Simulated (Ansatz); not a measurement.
Ansatz (a first-principles code) input:

Ansatz 0.2 input:
```yaml
crystal:
  periodic: [false, false, false]
  atoms:
    - {symbol: O, position_ang: [-1.05613991, -0.38056162, -0.01204272]}
    - {symbol: C, position_ang: [0.01219483, 0.60892406, -0.01345114]}
    - {symbol: O, position_ang: [1.11918472, 0.07877032, 0.02005673]}
    - {symbol: H, position_ang: [-0.57752748, -1.23921390, 0.01659471]}
basis:
  gaussian:
    orbitals: def2-TZVP
hamiltonian:
  xc: b3lyp
  dispersion: d3bj
total_charge: -1
phonons: {temperatures: {t_min: 298.15, t_max: 298.15, t_step: 100}}
```

Q: Which total energy does the run end on?

A: -189.22756 Eh (B3LYP-D3(BJ)/def2-TZVP). The basis has 99 functions.

It need not be the lowest isomer of its formula. Whether it binds its extra electron was not tested at this geometry.
